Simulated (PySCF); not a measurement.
# Static response to an electric field

C4H8N2.
Geometry (GFN2-xTB, Å), atoms numbered from 1 in this order:
```xyz
14
C4H8N2 angstrom
C      2.304   -0.661    0.783
N      1.275    0.027    0.952
C      0.575    0.563   -0.181
C     -0.846    0.050   -0.179
C     -1.609    0.290    1.088
N     -1.254   -0.522   -1.221
H      2.744   -0.891   -0.194
H      2.805   -1.057    1.654
H      1.046    0.316   -1.143
H      0.545    1.651   -0.054
H     -2.551   -0.255    1.091
H     -1.816    1.354    1.190
H     -1.000   -0.014    1.937
H     -2.217   -0.852   -1.184
```

Level: PBE0/def2-SVPD (PySCF), static field, nuclei fixed, core orbitals frozen in the response. The polarisability tensor in these axes (au):

```
x   76.59 -4.88  4.11
y   -4.88 54.11  3.53
z    4.11  3.53 64.69
```

Task: What are the eigenvalues, a third of the trace, and Δα (Δα² = ½Σ(αi − αj)² over the three pairs)?

Result: Principal values 51.64, 65.31 and 78.44 au; mean 65.13 au = 9.65 Å³ = 10.74 × 10⁻⁴⁰ C²·m²/J; Δα = 23.21 au (36 % of the mean).

Task: What is the dipole moment, and where does it point?

Result: (0.14, 0.26, 0.94) D, 0.99 D in size, pointing from the negative to the positive side. Measured along this direction, the outermost atoms are H14 at the negative end and H13 and H8 at the positive end.

Task: Orientational against electronic polarisability at 250 K (dilute gas, rigid molecules)?

Result: In Gaussian units μ²/3kT = 9.46 Å³ against 9.65 Å³, a ratio of 0.98; the Debye molar polarisation (4π/3)N_A(α + μ²/3kT) is 48.2 cm³/mol, leaving out the vibrational part.

Task: What molar refraction does this α imply?

Result: Lorentz–Lorenz: R = (4π/3)N_A α = 2.5225 cm³/(mol·Å³) × 9.65 Å³ = 24.3 cm³/mol, in the limit of long wavelengths.

Task: Rayleigh depolarisation ratio (linearly polarised light, static tensor)?

Result: ρ = 3Δα²/(45ᾱ² + 4Δα²) = 1616.6/(190907 + 2155.5) = 0.00837.

The structure is a single GFN2-xTB conformer in the gas phase; no vibrational or solvent corrections.

The run behind these numbers computed excited states as well. On one thread, Arm Neoverse N1 (aarch64) (shared host), this took 31 s of wall time and 0.75 GiB of memory at its peak.
